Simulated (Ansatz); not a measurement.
Consider InP in the zinc blende structure (space group F-43m, No. 216; a = 5.959 Å).

Level of theory: PBE (Ansatz, a quantum-chemistry and plane-wave program), scalar-relativistic without spin-orbit coupling.

```tsv
level	band gap	lattice parameter a	electron mass at Γ
PBE	0.44 eV	5.959 Å	0.037 mₑ
```

Measured: band gap 1.47 eV (static lattice; corrected from measurement; as listed in Wei Chen et al., Physical Review Materials (2018)); lattice parameter a 5.858 Å (static lattice; corrected from measurement; as listed in Daniel Mejia-Rodriguez, S. B. Trickey, Phys. Rev. B (2018)); electron mass at Γ 0.079 mₑ (temperature not stated; as listed in Magdalena Laurien, Oleg Rubel, Phys. Rev. B (2022)).

Computed minus measured — band gap: PBE -1.03 eV; lattice parameter a: PBE +1.7 %; electron mass at Γ: PBE -54 %. Measured values not marked as corrected hold thermal and zero-point effects that the static-lattice runs lack. A measured gap can be an optical one, lowered by exciton binding. Levels without spin-orbit coupling miss its lowering of the gap, often about a third of the valence-band splitting.

Effective masses come from finite differences of ±0.01 Å⁻¹. Whether these cells are dynamically stable was not tested.
